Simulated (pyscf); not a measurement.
Four-centre exchange: F–N(F)–F + GeH₄ → F–GeH₃ + F–NH–F

Gas phase, singlet surface, charge 0. Bonds broken: F1–N2, Ge5–H9. Bonds formed: F1–Ge5, N2–H9. Single points on ωB97X-D3(BJ)/def2-SVP structures (PySCF, gas phase).

Transition state (Å):

```xyz
9

F     -1.6849     0.3517    -0.5035
N     -1.4095    -0.5956     1.2563
F     -1.6043    -1.7661     0.6999
F     -2.6157    -0.1759     1.5851
Ge     0.1085     0.5266    -1.2051
H     -0.7279     1.1183    -2.3814
H      0.7147    -0.7575    -1.8159
H      1.1027     1.6859    -0.9286
H      0.2338    -0.0161     0.3596
```

One imaginary mode, 774i cm⁻¹; descent along it reached the two sides named, in the forms told below.

| bond | change | reactant side (Å) | saddle | product side |
|---|---|---|---|---|
| F1–N2 | breaks | 1.373 | 2.017 | 2.8 |
| Ge5–H9 | breaks | 1.535 | 1.661 | 3.1 |
| F1–Ge5 | forms | 3.3 | 1.934 | 1.769 |
| N2–H9 | forms | 3.1 | 1.960 | 1.029 |

Electronic energies relative to the separated reactants (eV):

```tsv
level	barrier	reaction energy
ωB97X-D3(BJ)/def2-TZVP	3.22	-2.51
PBE/def2-TZVP	2.04	-2.24
r²SCAN/def2-TZVP	2.23	-2.35
B3LYP-D3(BJ)/def2-TZVP	2.55	-2.53
PBE0-D3(BJ)/def2-TZVP	2.74	-2.43
M06-2X/def2-TZVP	3.09	-2.79
ωB97M-D3(BJ)/def2-TZVP	3.13	-2.53
HF/def2-TZVP	4.77	-2.92
```

With ωB97M-D3(BJ)/def2-TZVP energies and thermal terms (ideal gas, 1 atm, RRHO with modes under 100 cm⁻¹ raised to 100, one conformer, R ln 2 for rigid chiral ones), in eV:

```csv
T (K),ΔH‡,ΔG‡,ΔH,ΔG
298,3.07,3.45,-2.40,-2.48
600,3.11,3.81,-2.41,-2.56
900,3.15,4.16,-2.42,-2.63
1200,3.19,4.49,-2.44,-2.70
```

On the product side the descent ends in a complex (not fully relaxed), 0.26 eV under the separated species and 5.99 eV under the saddle at ωB97X-D3(BJ)/def2-TZVP. The same reactants have a lower exit, to F• + F–N•–F + GeH₄ (no saddle counted: cutting one bond costs +2.56 eV at ωB97M-D3(BJ), against +3.13 eV here). One saddle was located; it need not be the lowest between these sides. One closed-shell reference is unstable to symmetry breaking; treat the single-reference values with care. Elements up to Kr have no core potential and no relativistic terms here.
